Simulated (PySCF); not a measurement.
CH3Cl, charge +1, multiplicity 2. Atoms are numbered in the order given.

```xyz
5

C     -1.0860    -0.0307     0.0000
Cl     0.6370    -0.0009     0.0000
H     -1.4693    -0.4356     0.9506
H     -1.3739     1.0701     0.0000
H     -1.4693    -0.4356    -0.9506
```
Charge +1, spin multiplicity 2.

Geometry optimised at PBE-D3(BJ)/def2-TZVP. A frequency run showed that this geometry is not a minimum. The spin state was assumed, not searched.

Computed with PySCF with SMD-M06-2X/def2-SVP.

Solvation free energies are E(SMD) − E(gas) at the gas-phase geometry, for 1 M in both phases.

Q: Rank water, methanol, cyclohexanone by solvation free energy, most negative first.

A: methanol (-67.6 kcal/mol), water (-66.4 kcal/mol), cyclohexanone (-65.0 kcal/mol)
